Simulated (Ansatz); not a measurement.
Rock-salt TiC, treated with PBE-D3(BJ) (plane waves, PAW; Ansatz, an electronic-structure program).

Settings: plane-wave cutoff 520 eV, 26×26×26 k mesh, Fermi–Dirac smearing 0.057 eV (set by the program), no spin polarisation, scalar-relativistic PAW data made under PBE.

Computed at the level's own relaxed cell.

**Question.** What does this level give for the Voigt–Reuss–Hill shear modulus (Hill average), elastic constant C44, elastic constant C12, Poisson ratio and elastic constant C11?

**Answer.** 
Voigt–Reuss–Hill shear modulus (Hill average): 192 GPa
elastic constant C44: 174 GPa
elastic constant C12: 117 GPa
Poisson ratio: 0.209
elastic constant C11: 561 GPa

Measured, for comparison: elastic constant C44 175 GPa (temperature not stated, not corrected to a static lattice; as tabulated in Jochym et al. (1999), arXiv:1301.6077); elastic constant C12 113 GPa (temperature not stated, not corrected to a static lattice, our sources range from 106 to 113; as tabulated in Jochym et al. (1999), arXiv:1301.6077); elastic constant C11 500 GPa (temperature not stated, not corrected to a static lattice, our sources range from 500 to 514; as tabulated in Jochym et al. (1999), arXiv:1301.6077). Computed (rounded) less measured: elastic constant C44 -0.6 %, elastic constant C12 +4 % (+4 % to +10 % over the range), elastic constant C11 +12 % (+9 % to +12 % over the range). A static lattice is as a rule a little smaller and stiffer than an uncorrected measurement, which narrows the difference in the elastic constant C12 and would widen misses of the other sign.

Note: the dispersion coefficients are held fixed in the derivatives.

Elastic constants are with the ions relaxed.

Computed values are for the static lattice.

It cost very roughly 6 core-minutes of CPU time.
